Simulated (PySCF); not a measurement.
**HBr₂−, a complex of two parts: interaction energy**

An exercise on one series of results from a longer session: the logs are not shown, and one member is left open.

Computed with PySCF 2.14.0; each step states its level. No surroundings beyond the atoms listed, unless a continuum is named. Atoms count from 0, parts from 1.

### The system as given

3 atoms, charge -1, multiplicity 1; geometry: GFN1-xTB. Parts: 1 = atoms 0–1, `Br`, charge 0; 2 = atom 2, `[Br-]`, charge -1. In the given geometry H1 is shared between Br0 (1.74 Å) and Br2 (1.73 Å), so values for the parts refer to these atom groups.

The first run:

Job settings and geometry (Å):

```
{"job": {"xc": "PBE0", "basis": "def2-SVPD", "d3": "d3bj", "grid": 2, "kind": "geom", "shake": 0.01}, "charge": -1, "multiplicity": 1, "parts": [{"atoms": "0-1", "charge": 0, "multiplicity": 1}, {"atoms": "2-2", "charge": -1, "multiplicity": 1}]}
Br     0.840762     0.249057     0.046111
H     -0.685707    -0.567041    -0.082428
Br    -2.200953    -1.401121    -0.211013
```

Command:

```console
> OMP_NUM_THREADS=1 python cluster_run.py task.json out
```

This one command runs all jobs of the session in turn.

Among the steps run: Geometry optimisation at PBE0-D3(BJ)/def2-SVPD; Coupled-cluster interaction energy: CCSD(T) and MP2, 1.71 Å; Coupled-cluster interaction energy: CCSD(T) and MP2, 1.88 Å; Coupled-cluster interaction energy: CCSD(T) and MP2, 1.63 Å; Coupled-cluster interaction energy: CCSD(T) and MP2, 2.14 Å; Coupled-cluster interaction energy: CCSD(T) and MP2, 1.54 Å; Coupled-cluster interaction energy: CCSD(T) and MP2, 2.57 Å; Coupled-cluster interaction energy: CCSD(T) and MP2, 3.43 Å.

One table of the session follows, with a row left open; its other results are not shown here.

It belongs to the step «Coupled-cluster interaction energy: CCSD(T) and MP2, 3.43 Å». 

| method | interaction energy (kcal/mol) |
| --- | --- |
| HF/aug-cc-pVDZ | -9.62 |
| MP2/aug-cc-pVDZ | -10.29 |
| CCSD/aug-cc-pVDZ | -9.42 |
| CCSD(T)/aug-cc-pVDZ | -9.56 |
| HF/aug-cc-pVTZ | -9.40 |
| MP2/aug-cc-pVTZ | -10.32 |
| SCS-MP2/aug-cc-pVTZ | -9.72 |
| MP2, extrapolated | ? |
| CCSD(T), limit estimate | -9.70 |

**Question.** Estimate the row for MP2, extrapolated.

**Answer.** interaction energy (kcal/mol): -10.43. In the column «interaction energy (kcal/mol)» it is the lowest.
